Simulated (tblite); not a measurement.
Task: What does the GFN2-xTB structure of `CN(C)[P-]CP` look like in three dimensions? (Charge -1.)

Result: 
```xyz
16
C3H10NP2 angstrom
C     -0.7521   -1.6343   -0.1473
N     -0.5905   -0.2126    0.0243
C     -1.7692    0.5024   -0.3984
P      0.1193    0.3006    1.5617
C      1.4552    1.3405    0.7813
P      2.6251    0.4857   -0.3760
H     -0.8596   -1.8625   -1.2183
H     -1.6366   -2.0390    0.3732
H      0.1341   -2.1342    0.2390
H     -1.6358    1.5602   -0.1797
H     -1.9058    0.3740   -1.4825
H     -2.6897    0.1562    0.1017
H      1.0400    2.1803    0.2055
H      2.0486    1.7668    1.5995
H      2.7955   -0.6661    0.3782
H      1.6139   -0.1090   -1.1145
```

Any rigid rotation of these coordinates is as good. Atoms count from 1 in this order. N2 (nitrogen bonded to 2 C and P) is pyramidal (angles 116.0°, 115.8° and 111.3°, sum 343.0°, 0.37 Å off the plane of its three neighbours). Of the pairs four or more bonds apart, N2···H16 is among the closest relative to their van der Waals radii: 2.48 Å, 90 % of the sum of Bondi's values. P6 (phosphine phosphorus) is pyramidal (angles 96.9°, 94.0° and 91.3°, sum 282.3°, 0.81 Å off the plane of its three neighbours).

Bonds between heavy atoms (Å): C1–N2 1.441, N2–C3 1.442, N2–P4 1.769, P4–C5 1.864, C5–P6 1.854.

The geometry is computed with GFN2-xTB (gas phase).

Point group: C1 (no symmetry element, even within 0.4 Å). Its GFN2-xTB frequencies are all real (lowest 38 cm⁻¹). Torsions: C1–N2–P4–C5 127°, N2–P4–C5–P6 -59°, P4–C5–P6–H -42° and 50°.

Hardware: Intel Xeon Platinum 8488C, one thread, no GPU, shared host with 192 logical CPUs at a one-minute load of 112. Cost: 0.78 s of wall time. This is the geometry optimisation.

One conformer stands for the species.
